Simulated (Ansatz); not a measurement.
System: cubic perovskite KTaO3. Method: PBE0 (Ansatz, an electronic-structure program, plane waves, PAW).

Run with plane-wave cutoff 460 eV, 6×6×6 k mesh, Fermi–Dirac smearing 0.01 eV, scalar-relativistic PAW data made under PBE.

The cell is scaled about its equilibrium volume:

```
V (Å³/atom)  P (GPa)  direct gap at Γ (eV)  smallest gap on the k mesh (eV)
-----------  -------  --------------------  -------------------------------
12.018         12.51                 5.088                            4.480
12.334          5.97                 5.030                            4.408
12.776         -1.82                 4.942                            4.308
12.966         -4.75                 4.901                            4.264
13.283         -9.12                 4.832                            4.192
```

The fundamental gap (4.33 eV at the equilibrium volume, on the SCF mesh) lies elsewhere than Γ–Γ.

Measured, for comparison: band gap 3.64 eV (temperature not stated, not corrected to a static lattice, indirect; as tabulated in Himmetoglu and Janotti (2016), arXiv:1601.06205).

Spin–orbit coupling is not included.
